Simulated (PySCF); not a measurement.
Species: C3H4Cl2.
SMILES with atom numbers: `[CH3:1]/[C:2]([Cl:3])=[CH:4]\[Cl:5]` (hydrogens: H6, H7, H8 on C1; H9 on C4)

Structure used (PBE0-D3(BJ)/def2-SVP), in Å, numbered top down from 1:
```xyz
9
C3H4Cl2 angstrom
C     -1.1235   -0.2097   -0.0804
C      0.2922    0.2385   -0.0168
Cl     0.5181    1.8862    0.4961
C      1.3901   -0.4699   -0.3035
Cl     1.3432   -2.1106   -0.8267
H     -1.5983   -0.1181    0.9086
H     -1.1803   -1.2541   -0.4119
H     -1.6938    0.4226   -0.7782
H      2.3922   -0.0478   -0.2245
```

Computed at PBE0/pcSseg-1 (PySCF, non-relativistic), with Q(35Cl) = −0.0817 b: Cl3, 35Cl (I = 3/2): χzz = -75.41 MHz, η = 0.078; Cl5, 35Cl (I = 3/2): χzz = -75.59 MHz, η = 0.091.

Problem. Find the zero-field quadrupole resonance frequencies of 35Cl at Cl3.

Solution. From ν = (|χ|/2)√(1 + η²/3): ν = 37.75 MHz (vinyl chlorine). For 37Cl the ratio of quadrupole moments, 0.7881, gives 29.75 MHz.

Problem. Find the zero-field quadrupole resonance frequencies of 35Cl at Cl5.

Solution. From ν = (|χ|/2)√(1 + η²/3): ν = 37.85 MHz (vinyl chlorine). For 37Cl the ratio of quadrupole moments, 0.7881, gives 29.83 MHz.

Problem. Apply the simplest Townes–Dailey estimate (no s hybridisation, no π bonding), ionic character = 1 − χzz/χ0, where χ0 is the coupling for one missing p electron along the bond: −109.74 MHz for 35Cl.

Solution. Cl3 on C2: 1 − (-75.41)/(-109.74) = 0.31; Cl5 on C4: 1 − (-75.59)/(-109.74) = 0.31. In this model a purely covalent bond gives χ0 and a free halide ion gives zero; s hybridisation or π bonding, where present, is counted here as ionic character.

In a crystal, neighbours and librations shift these lines. Isolated species at its PBE0-D3(BJ)/def2-SVP geometry, gas phase. The basis is small and wasn't made for field gradients, so the couplings can be 20 % off.
